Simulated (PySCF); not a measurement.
**The first ionisation energy along group 16**

Calculated with PySCF 2.14 from differences of total energies of unrestricted determinants, without spin-orbit coupling. Values in eV. The last column holds reference values (NIST; (s) semi-empirical, (t) theoretical, else measured). Unmarked ones compare directly (S terms, centres of terms, or small fine structure); those marked * lie between the lowest fine-structure levels and include a spin-orbit shift.

| element | configurations | UHF | MP2 (valence) | SCS-MP2 (valence) | MP2 (valence and next inner shell) | SCS-MP2 (valence and next inner shell) | reference |
| --- | --- | --- | --- | --- | --- | --- | --- |
| O (aug-cc-pwCVQZ, non-relativistic) | [He] 2s2 2p4 → [He] 2s2 2p3 | 12.024 | 13.446 | 13.578 | 13.463 | 13.586 | 13.608 |
| S (aug-cc-pwCVQZ, non-relativistic) | [Ne] 3s2 3p4 → [Ne] 3s2 3p3 | 9.238 | 10.108 | 10.211 | 10.121 | 10.218 | 10.336 |
| Te (aug-cc-pwCVQZ-PP with ECP28MDF, ECP) | [Kr] 4d10 5s2 5p4 → [Kr] 4d10 5s2 5p3 | 7.739 | 8.475 | 8.557 | 8.573 | 8.620 | 8.749 |

```csv
method,elements,mean error (eV),mean absolute error (eV),largest error (eV)
UHF,3,-1.231,1.231,-1.584
MP2 (valence),3,-0.221,0.221,-0.274
SCS-MP2 (valence),3,-0.116,0.116,-0.192
MP2 (valence and next inner shell),3,-0.179,0.179,-0.215
SCS-MP2 (valence and next inner shell),3,-0.090,0.090,-0.129
```

Errors include the incompleteness of the basis and the frozen core.

"Valence" correlates the outer s and p shells and, in groups 3 to 12 and the f block, the outer d or f shell, open or full, or the next shell where the ion has no valence electron left; the wider scheme adds the next inner shell.
